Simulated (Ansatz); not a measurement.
**1T (CdI2-type) TaSe2 (undistorted form, which takes a superstructure on cooling)**

Computed with PBEsol in Ansatz (PAW).

Numerical settings: plane-wave cutoff 520 eV, 18×18×10 k mesh (along the axes of the cell as run), Fermi–Dirac smearing 0.05 eV, scalar-relativistic PAW data made under PBE.

Cell (relaxed at this level):

```
TaSe2
1.0
    3.42916     0.00000     0.00000
   -1.71458     2.96974     0.00000
    0.00000     0.00000     6.28115
Ta Se
1 2
Cartesian
  0.00000   0.00000   0.00000
  0.00000   1.97983   1.66084
  1.71458   0.98991   4.62031
```

For 1T (CdI2-type) TaSe2 (undistorted form, which takes a superstructure on cooling), the bulk modulus is 28.6 GPa and the band gap comes out as none. The pressure derivative B′ of the bulk modulus is 15.5.

Note: the cell comes from a level without a dispersion term, which matters for the spacing of layers, chains or molecules; the relaxation could not lower the start's symmetry, so the cell can be a saddle point above a distorted one; the bulk modulus comes from volumes at which shape and atoms were relaxed; the cell has widely spaced layers and the level no dispersion term, so their spacing and the moduli can rest on weak binding.

Spin–orbit coupling is not included; it can open a gap where bands touch, and shift volumes and moduli.

Static lattice: no zero-point or thermal effects.

Ansatz is a program for electronic structure.
